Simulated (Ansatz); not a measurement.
Reaction: CHClF2 (chloro(difluoro)methane, SMILES FC(F)Cl) → CHF2 (SMILES F[CH]F, doublet) + Cl (doublet) (the C-Cl bond breaks)
Each species at its own B3LYP-D3(BJ)/def2-TZVP minimum (Ansatz, a quantum-chemistry and plane-wave program).

Total energies in hartree (Ansatz). UHF or UKS for unpaired electrons; spin-orbit terms are left out. Cores are frozen in correlated methods. No relativity.

```csv
species,HF/cc-pV(T+d)Z,CCSD(T)/cc-pV(T+d)Z,HF/cc-pV(Q+d)Z,CCSD(T)/cc-pV(Q+d)Z,CCSD(T)/cc-pV(D+d)Z,CCSDT(Q)/cc-pV(D+d)Z
1: CHClF2 (SMILES FC(F)Cl),-696.93205,-697.83745,-696.95486,-697.93706,-697.51788,-697.51997
"2: CHF2 (SMILES F[CH]F, doublet)",-237.36012,-238.02815,-237.37981,-238.10338,-237.78610,-237.78775
3: Cl (doublet),-459.48556,-459.67356,-459.48916,-459.69449,-459.60403,-459.60445
```

### Question
Work out the bond dissociation energy (electronic) in kcal/mol: take Hartree-Fock from cc-pV(Q+d)Z, extrapolate the CCSD(T) correlation energy as X^-3 (X = 3, 4), and add CCSDT(Q) - CCSD(T) in cc-pV(D+d)Z. 1 hartree = 627.51 kcal/mol.

### Answer

Species 1: correlation (64·(-0.98220) - 27·(-0.90540))/37 = -1.03824; step -0.00209; E1 = -696.95486 + (-1.03824) + (-0.00209) = -697.99519
Species 2: correlation (64·(-0.72357) - 27·(-0.66803))/37 = -0.76410; step -0.00165; E2 = -237.37981 + (-0.76410) + (-0.00165) = -238.14556
Species 3: correlation (64·(-0.20533) - 27·(-0.18800))/37 = -0.21798; step -0.00042; E3 = -459.48916 + (-0.21798) + (-0.00042) = -459.70756
-1·E1 +1·E2 +1·E3 = 0.14207 hartree = 89.2 kcal/mol.
